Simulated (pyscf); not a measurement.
`[O]=[V]([Cl])([Cl])[Cl]` + `[NH3]` → `[NH2][V](=[O])([Cl])[Cl]` + `[ClH]` (four-centre exchange; singlet surface; Cl–V, H–N broken, N–V, Cl–H formed). Structures and frequencies: ωB97X-D3(BJ)/def2-SVP in PySCF. Energies in kcal/mol from the separated reactants.

| level | barrier | reaction energy |
|---|---|---|
| PBE/def2-TZVP | 18.6 | +9.2 |
| r²SCAN/def2-TZVP | 18.6 | +9.2 |
| B3LYP-D3(BJ)/def2-TZVP | [?] | +8.3 |
| PBE0-D3(BJ)/def2-TZVP | 18.2 | +8.0 |
| M06-2X/def2-TZVP | 19.1 | +6.4 |
| ωB97M-D3(BJ)/def2-TZVP | [?] | [?] |

Question: What belongs in the gaps?

Answer: 
- B3LYP-D3(BJ)/def2-TZVP, barrier: 19.8
- ωB97M-D3(BJ)/def2-TZVP, barrier: 20.6
- ωB97M-D3(BJ)/def2-TZVP, reaction energy: +6.3

The functionals in the table span 2.3 kcal/mol in this barrier, from PBE0-D3(BJ) to ωB97M-D3(BJ)/def2-TZVP. On the reactant side the descent ends in an adduct with a N–V contact (not fully relaxed), 18.3 kcal/mol under the separated species and 38.1 kcal/mol under the saddle at ωB97X-D3(BJ)/def2-TZVP. On the product side the descent ends in a complex (not fully relaxed), 5.5 kcal/mol under the separated species and 17.1 kcal/mol under the saddle at ωB97X-D3(BJ)/def2-TZVP. What is counted as formed (N–V) is already present as a longer contact in the reactant adduct; forming that adduct is a step of its own. One saddle was located; it need not be the lowest between these sides.
